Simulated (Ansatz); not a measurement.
**C2HCl2F (SMILES FC=C(Cl)Cl) at RPA@PBE/6-31G(d) (spherical functions)**

What is the vertical singlet–triplet gap of C2HCl2F at RPA@PBE/6-31G* (spherical functions)? 

The results are computed with Ansatz 0.2.0.

66 further runs of the same task are left out: 66 set aside as unsound or not needed. Runs told in other sessions of the task aren't counted.

### Step 1. Starting point

C2HCl2F has 6 atoms, charge 0, and is taken as a singlet. As SMILES, `FC=C(Cl)Cl`. The coordinates come from a PBE0-D4/def2-TZVP relaxation.

Bond lengths: F1–C2 1.325 Å, C2–C3 1.326 Å, C3–Cl4 1.703 Å, C3–Cl5 1.711 Å, C2–H6 1.082 Å. Angles: F1–C2–C3 121.8°, C2–C3–Cl4 122.7°, C2–C3–Cl5 120.2°, Cl4–C3–Cl5 117.2°, F1–C2–H6 114.8°, C3–C2–H6 123.4°.

### Step 2. A single-point energy at RPA@PBE/6-31G(d) (spherical functions)

File input.yaml:

```yaml
crystal:
  periodic: [false, false, false]
  atoms:
    - {symbol: F, position_ang: [0.369860, -1.453540, 1.016570]}
    - {symbol: C, position_ang: [0.335170, -0.183710, 0.639080]}
    - {symbol: C, position_ang: [-0.249490, 0.193990, -0.489960]}
    - {symbol: Cl, position_ang: [-1.002700, -0.907170, -1.549080]}
    - {symbol: Cl, position_ang: [-0.269610, 1.845290, -0.936840]}
    - {symbol: H, position_ang: [0.816790, 0.505150, 1.320220]}
basis:
  gaussian: {orbitals: 6-31G_st_-spherical.json}
hamiltonian: {xc: {name: PBE}}
correlation: {method: rpa, frozen_orbitals: {C: 1, Cl: 5, F: 1, H: 0}}
accuracy: high
```

The basis set 6-31G* is read from a file made from the Basis Set Exchange's data (not shown).

Command:

```console
ansatz run input.yaml --threads 1 --pin off --max-ram 3480MiB --events-out events.jsonl --progress --plain --runs-dir runs
```

What it wrote:

```text
Warning: RAYON_NUM_THREADS=1 ignored (pool sized by the plan → 1); use --threads N
Functional definition: PBE
  name "PBE"
  parameter kappa = 0.804
  parameter beta = 0.06672455060314922
  exchange = pbe_x(kappa = kappa, mu = beta*pi^2/3)
  correlation = pbe_c(beta = beta)
1764 factors; integrals over basis functions are off by at most 5.3e-9 eV
mean field evaluation 1: about -29832.0172 eV, gradient 3.3e1 eV
mean field evaluation 2: about -29832.0044 eV, gradient 3.3e1 eV
mean field evaluation 4: about -29834.3910 eV, gradient 8.2e0 eV
mean field evaluation 8: about -29834.5762 eV, gradient 1.2e-1 eV
mean field evaluation 16: about -29834.5760 eV, gradient 1.0e-5 eV
mean field -29834.57602722 eV, -1096.4004463984 hartree, gradient 3.1e-8 eV, S^2 0.000000; 0 other end points of the search recorded, 0 dependent functions left out
13 core orbitals not correlated: weight in the atoms' cores, before any rotation towards them, 1.000 or more for the frozen orbitals, at most 0.000 for the correlated occupied ones
reference -29786.14784318 eV, -1094.6207434607 hartree; 15, 15 occupied and 52, 52 virtual orbitals, 1764 factors
Total energy: -29814.56238103 eV, -1095.6649584668 hartree
```

Run time: 11 s. Hardware: 1 thread of Arm Neoverse V1, shared host; peak memory 0.27 GiB.

### Step 3. The triplet at the same level

input.yaml, as its differences from that of step 2:

```diff
@@ -11,3 +11,4 @@
   gaussian: {orbitals: 6-31G_st_-spherical.json}
-hamiltonian: {xc: {name: PBE}}
+magnetization: {spin_polarized: true, initial_magnetization: 2}
+hamiltonian: {xc: pbe}
 correlation: {method: rpa, frozen_orbitals: {C: 1, Cl: 5, F: 1, H: 0}}
```

The basis set 6-31G* is read from a file made from the Basis Set Exchange's data (not shown).

Command:

```console
ansatz run input.yaml --threads 1 --pin off --max-ram 3480MiB --events-out events.jsonl --progress --plain --runs-dir runs
```

What it wrote, shortened:

```text
Warning: RAYON_NUM_THREADS=1 ignored (pool sized by the plan → 1); use --threads N
Functional definition: PBE
  name "PBE"
[...]
1764 factors; integrals over basis functions are off by at most 5.3e-9 eV
[...]
mean field -29830.47492140 eV, -1096.2497335392 hartree, gradient 5.2e-8 eV, S^2 2.004900; 6 other end points of the search recorded, 0 dependent functions left out
13 core orbitals not correlated: weight in the atoms' cores, before any rotation towards them, 1.000 or more for the frozen orbitals, at most 0.000 for the correlated occupied ones
reference -29782.55404611 eV, -1094.4886738545 hartree; 16, 14 occupied and 51, 53 virtual orbitals, 1764 factors
Total energy: -29810.25832173 eV, -1095.5067872049 hartree
```

It took 25 s on 1 thread of Arm Neoverse V1, shared host; peak memory 0.34 GiB.

### Step 4. What came out

Level: RPA@PBE/6-31G* (spherical functions), 13 core orbitals frozen.

| quantity | value |
| --- | --- |
| singlet: total energy | -1095.66496 Eh |
| singlet: RPA correlation energy (valence) | -1044.2 mEh |
| triplet: total energy | -1095.50679 Eh |
| triplet: RPA correlation energy (valence) | -1018.1 mEh |
| triplet: ⟨S²⟩ of the reference determinant | 2.005 |
| vertical energy of the triplet above the singlet | 4.304 eV |

In words: At this shape the triplet lies 4.30 eV (99 kcal/mol) above the singlet.
